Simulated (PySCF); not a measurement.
# ClF2−, a complex of two parts as drawn: interaction energy

One table from this session's results is given with a row withheld; the runs are named, their logs left out.

Computed with PySCF 2.14.0; each step states its level. No surroundings beyond the atoms listed, unless a continuum is named. Atoms count from 0, parts from 1.

## Starting point

3 atoms, charge -1, multiplicity 1; geometry: GFN2-xTB. Parts: 1 = atoms 0–1, `FCl`, charge 0; 2 = atom 2, `[F-]`, charge -1.

The first run:

Job settings and geometry (Å):

```
{"job": {"xc": "PBE0", "basis": "def2-TZVPD", "d3": "d3bj", "grid": 3, "kind": "geom", "shake": 0.01}, "charge": -1, "multiplicity": 1, "parts": [{"atoms": "0-1", "charge": 0, "multiplicity": 1}, {"atoms": "2-2", "charge": -1, "multiplicity": 1}]}
Cl     0.808164     0.535277     0.255663
F     -0.919968    -0.263926    -0.117793
F      2.469791     1.378818     0.609981
```

Started as:

```sh
OMP_NUM_THREADS=1 python cluster_run.py task.json out
```

One launch serves the whole session: the jobs run in the order shown.

Among the steps run: Relaxing the molecule at PBE0-D3(BJ)/def2-TZVPD; Coupled-cluster interaction energy: CCSD(T) and MP2, 1.85 Å; Coupled-cluster interaction energy: CCSD(T) and MP2, 1.95 Å; Coupled-cluster interaction energy: CCSD(T) and MP2, 2.04 Å; Coupled-cluster interaction energy: CCSD(T) and MP2, 1.76 Å; Coupled-cluster interaction energy: CCSD(T) and MP2, 2.32 Å; Coupled-cluster interaction energy: CCSD(T) and MP2, 1.67 Å; Coupled-cluster interaction energy: CCSD(T) and MP2, 2.78 Å; Coupled-cluster interaction energy: CCSD(T) and MP2, 3.71 Å.

One table of the session follows, with a row left open; its other results are not shown here.

It belongs to the step «Coupled-cluster interaction energy: CCSD(T) and MP2, 3.71 Å». 

```
                 method  interaction energy (kcal/mol)
         HF/aug-cc-pVDZ                         -12.07
        MP2/aug-cc-pVDZ                         -11.08
       CCSD/aug-cc-pVDZ                              ?
    CCSD(T)/aug-cc-pVDZ                         -11.16
         HF/aug-cc-pVQZ                         -12.04
        MP2/aug-cc-pVQZ                         -11.14
    SCS-MP2/aug-cc-pVQZ                         -10.89
      MP2, extrapolated                         -11.16
CCSD(T), limit estimate                         -11.23
```

**Question.** Estimate the row for CCSD/aug-cc-pVDZ.

As computed: interaction energy (kcal/mol): -10.98. In the column «interaction energy (kcal/mol)» it lies between MP2/aug-cc-pVDZ (-11.08) and SCS-MP2/aug-cc-pVQZ (-10.89).

A test (T1, the size of the triples or of CCSD(T) less MP2, charge moved between the parts) flags this point.

Limits of these values: A test (T1 over 0.02, large triples or CCSD(T) less MP2, charge moved between the parts) flags the points at 1.85, 1.95, 2.04, 2.32, 2.78, 3.71 Å, so these are not to be taken as benchmarks. The test has hard marks: at 1.67, 1.76 Å, CCSD(T) and MP2 differ by as much as at a flagged point, though the run passes.
